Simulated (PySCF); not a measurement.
C3H4.
Cartesian coordinates in Å at the PBE0-D3(BJ)/def2-SVP level; atoms count from 1:
```xyz
7
C3H4 angstrom
C      1.702   -0.088   -0.030
C      0.498   -0.026    0.082
C     -0.947    0.049    0.217
H      2.770   -0.143   -0.129
H     -1.414    0.395   -0.718
H     -1.373   -0.936    0.462
H     -1.234    0.749    1.017
```

The calculation used core-valence-separated Tamm–Dancoff BHandHLYP/aug-pcX-1 (pcseg-1 on H) in PySCF, non-relativistic, gas phase, PBE0-D3(BJ)/def2-SVP geometry. Absolute energies from this functional tend to lie a few eV below measured edges; no shift was applied.

Problem. List the carbon K-edge absorption lines.

Solution. 
```csv
E (eV),f,core hole on,main final orbital,polarisation
283.70,0.1369,C1,"spread (2 roots, f summed)",across the triple bond
283.81,0.0951,C2,"LUMO+2/LUMO+3 (2 roots, f summed)",across the triple bond
285.72,0.0098,C1,LUMO+1 (80 %),along the triple bond
286.05,0.0037,C3,LUMO (88 %),–
286.27,0.0029,C2,LUMO (69 %),along the triple bond
286.37,0.0028,C1,LUMO (55 %),along the triple bond
286.50,0.0436,C3,"LUMO+2/LUMO+3 (2 roots, f summed)",–
287.10,0.0182,C1,"LUMO+2/LUMO+3 (2 roots, f summed)",across the triple bond
287.20,0.0000,C1,LUMO (39 %),–
287.25,0.0012,C2,LUMO+1 (69 %),along the triple bond
287.60,0.0000,C2,LUMO+4 (72 %),–
```

The first line with a tenth or more of the strongest one's intensity is at 283.70 eV (f = 0.137, sum of 2), with the hole on C1 (terminal alkyne carbon), polarised across the triple bond: a 1s→π* resonance. It is also the strongest listed.

Roots within 0.03 eV whose holes lie on the same, on equivalent or on shared atoms are summed into one line, and the highest roots are left out, as the search may have cut off their partners. Final orbitals are the ground state's empty Kohn–Sham orbitals. A dash: too weak, shared between unlike atoms, or no plane or axis to refer to.

The ionisation thresholds weren't computed; near and above them a finite basis only mimics Rydberg series and continuum.

The run took about 5 s of CPU time (one thread, shared machine).
